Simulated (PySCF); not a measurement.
Ionisation energies (eV) were calculated with PySCF 2.14 by UHF, LDA, PBE, in another order, as differences of total energies without spin-orbit coupling. The measured values are between term centres (NIST).

| species | measured | A | B | C |
| --- | --- | --- | --- | --- |
| B+ (aug-cc-pVDZ-DK, spin-free X2C) | 25.155 | 24.587 | 23.499 | 24.665 |
| C (aug-cc-pVDZ-DK, spin-free X2C) | 11.262 | 11.696 | 10.812 | 11.561 |
| F+ (aug-cc-pVDZ, non-relativistic) | 34.950 | 35.292 | 33.353 | 35.438 |
| Si+ (aug-cc-pV(D+d)Z, non-relativistic) | 16.322 | 16.369 | 15.826 | 16.425 |
| Si (aug-cc-pVDZ-DK, spin-free X2C) | 8.157 | 8.234 | 7.640 | 8.200 |
| Cr (aug-cc-pVDZ-DK, spin-free X2C) | 6.767 | 7.557 | 6.013 | 7.340 |
| Ir (aug-cc-pVDZ-PP with ECP60MDF, ECP) | 8.926 | 9.414 | 7.077 | 8.973 |
| Tl+ (aug-cc-pVDZ-PP with ECP60MDF, ECP) | 20.428 | 20.950 | 18.372 | 20.491 |

Q: Which column is which method?

A: A is LDA (mean error 0.27 eV); B is UHF (mean error -1.17 eV); C is PBE (mean error 0.14 eV). LDA overbinds the outer electron and comes out highest. Hartree-Fock lacks the correlation of the electron removed and comes out lowest. PBE, with gradient corrections, lies close to experiment on average, with errors of both signs.
